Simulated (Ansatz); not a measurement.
We consider CsCl-type TlCl, described by PBEsol (plane waves, PAW; Ansatz, a program for electronic structure).

Numerical settings: plane-wave cutoff 520 eV, 10×10×10 k mesh, Fermi–Dirac smearing 0.01 eV, scalar-relativistic PAW data made under PBE.

The cell has the measured lattice: a = b = c = 3.8416 Å, α = β = γ = 90.00°.

### Question
Estimate the band gap and direct gap at Γ that the calculation returns.

### Answer

* **band gap**: 1.95 eV
* **direct gap at Γ**: 9.15 eV

Note: cell and atoms aren't relaxed at this level (pressure -1.5 GPa).

Spin–orbit coupling is not included; with these elements it can move the gap by several tenths of an eV or more.

Static lattice: no zero-point or thermal effects.
